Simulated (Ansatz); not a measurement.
# CH₃B (quintet): from Hartree-Fock to the top rungs, def2-TZVPP

One table from this session's results is given with a row withheld; the runs are named, their logs left out.

Method: def2-TZVPP, core rule «outside noble gas», up to 2 orbitals frozen; program: Ansatz 0.2.0, Gaussian basis.

The runs, in order: UHF; ROHF; CCSD(T) on UHF.

2 further runs of the same task are left out: 2 set aside as unsound or not needed.

### The geometry

The geometry is a PBE0/def2-TZVP stationary point (not a proven minimum) of the parent state, kept for this charge and spin.

5 atoms, charge 0, spin multiplicity 5.

Atoms are counted from 1 here; the program's logs count them from 0.

Bond lengths: B1–C2 1.511 Å, B1–H3 1.194 Å, C2–H4 1.092 Å, C2–H5 1.087 Å. Angles: C2–B1–H3 128.3°, B1–C2–H4 123.5°, B1–C2–H5 123.0°, H4–C2–H5 113.6°.

The first run:

in.yaml

```yaml
crystal:
  periodic: [false, false, false]
  atoms:
    - {symbol: B, position_ang: [0.000000, -0.166725, 0.821814]}
    - {symbol: C, position_ang: [0.000000, 0.069000, -0.670687]}
    - {symbol: H, position_ang: [0.000000, 0.643783, 1.698084]}
    - {symbol: H, position_ang: [0.000000, 1.062299, -1.123373]}
    - {symbol: H, position_ang: [0.000000, -0.740028, -1.397397]}
basis:
  gaussian: {orbitals: def2-TZVPP}
magnetization: {spin_polarized: true, initial_magnetization: 4}
hamiltonian: {xc: hf}
output: {orbitals: {seedname: orbitals}}
```

On the command line:

```
$ ansatz run in.yaml --threads 1 --pin off --events-out ev --progress --plain --max-ram 4096MiB --backend cpu
```

Among the steps run: UHF; ROHF; CCSD(T) on UHF.

One table of the session follows, with a row left open; its other results are not shown here.

| method | from UCCSD(T) (meV) |
| --- | --- |
| ROHF | ? |
| UHF | +6590.7 |
| UMP2 | +1122.0 |
| UCCSD | +253.0 |
| UCCSD(T) | 0 |

**Question.** Estimate the row for ROHF.

As computed: from UCCSD(T) (meV): +6734.4. In the column «from UCCSD(T) (meV)» it is the highest.
